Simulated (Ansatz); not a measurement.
# SiNH₄ (doublet): from Hartree-Fock to the top rungs at a displaced geometry (v1), cc-pVDZ

How much of the correlation energy of SiNH₄ (doublet) does each wave-function method recover here?

Program: Ansatz 0.2.0, Gaussian basis. Level of theory: cc-pVDZ, core rule «outside noble gas», up to 6 orbitals frozen. These are calculated values, not measurements.

The runs, in order: UHF; CCSD(T) on ROHF; CCSD(T) on UHF; BCCD(T) on ROHF; CISD; CCSDT(Q) on ROHF; CCSDT(Q) on UHF.

21 further runs of the same task are left out: 1 for a known fault of the program, 11 that didn't finish, 9 set aside as unsound or not needed.

## 1. The geometry

The geometry is a PBE0/def2-TZVP stationary point (not a proven minimum) with its atoms shifted at random (size 0.040 Å).

6 atoms, charge 0, spin multiplicity 2.

Atoms are counted from 1 here; the program's logs count them from 0.

Bond lengths: Si1–N2 1.736 Å, Si1–H3 1.462 Å, Si1–H4 1.444 Å, N2–H5 1.057 Å, N2–H6 1.030 Å. Angles: N2–Si1–H3 104.8°, N2–Si1–H4 107.6°, H3–Si1–H4 110.9°, Si1–N2–H5 122.1°, Si1–N2–H6 120.2°, H5–N2–H6 104.4°.

## 2. UHF

in.yaml

```yaml
crystal:
  periodic: [false, false, false]
  atoms:
    - {symbol: Si, position_ang: [-0.087319, 0.004824, 0.602887]}
    - {symbol: N, position_ang: [0.115276, -0.011318, -1.121367]}
    - {symbol: H, position_ang: [0.629615, -1.178832, 1.074804]}
    - {symbol: H, position_ang: [0.526838, 1.212002, 1.104607]}
    - {symbol: H, position_ang: [-0.194504, -0.828716, -1.716328]}
    - {symbol: H, position_ang: [-0.130794, 0.818411, -1.679143]}
basis:
  gaussian: {orbitals: cc-pVDZ}
magnetization: {spin_polarized: true, initial_magnetization: 1}
hamiltonian: {xc: hf}
output: {orbitals: {seedname: orbitals}}
```

Run with:

```bash
$ ansatz run in.yaml --threads 1 --pin off --events-out ev --progress --plain --max-ram 2393MiB
```

After this run come: CCSD(T) on ROHF; CCSD(T) on UHF; BCCD(T) on ROHF; CISD; CCSDT(Q) on ROHF; CCSDT(Q) on UHF.

Q: Predict the results of all the runs planned. Wanted: UCCSDT(Q) below the RHF energy; RMP2 from UCCSDT(Q); UMP2 from UCCSDT(Q); RCCSD from UCCSDT(Q); RCCSD(T) from UCCSDT(Q); UCCSD(T) from UCCSDT(Q); RCCSDT(Q) from UCCSDT(Q); T1 diagnostic.

The runs gave:

| quantity | value |
| --- | --- |
| UCCSDT(Q) below the RHF energy | -8.2966 eV |
| RMP2 from UCCSDT(Q) | +1081.5 meV |
| UMP2 from UCCSDT(Q) | +1073.8 meV |
| RCCSD from UCCSDT(Q) | +234.7 meV |
| RCCSD(T) from UCCSDT(Q) | +37.3 meV |
| UCCSD(T) from UCCSDT(Q) | +37.0 meV |
| RCCSDT(Q) from UCCSDT(Q) | +1.2 meV |
| levels within 1 kcal/mol (43 meV) | RCCSD(T), UCCSD(T), BCCD(T), RCCSDT, UCCSDT, RCCSDT(Q) |
| T1 diagnostic | 0.021 |

**Reading.** RCCSD(T) misses by +37.3 meV, 0.4 % of the correlation energy. These misses are within one basis, not against nature; the frozen cores of restricted and unrestricted runs differ, which can shift their rows.
